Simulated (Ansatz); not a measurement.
Species: HO, SMILES `[OH]` (charge 0, multiplicity 2).

**Question.** Give a relaxed geometry from Ansatz (a first-principles code) with PBE-D3(BJ)/def2-SVP.

**Answer.** the end point of this relaxation (outside a Z-matrix the atoms follow the SMILES, hydrogens last).
Cartesian coordinates (Å) in one orientation:
```xyz
2

O      0.495     0.000     0.000
H     -0.495     0.000     0.000
```
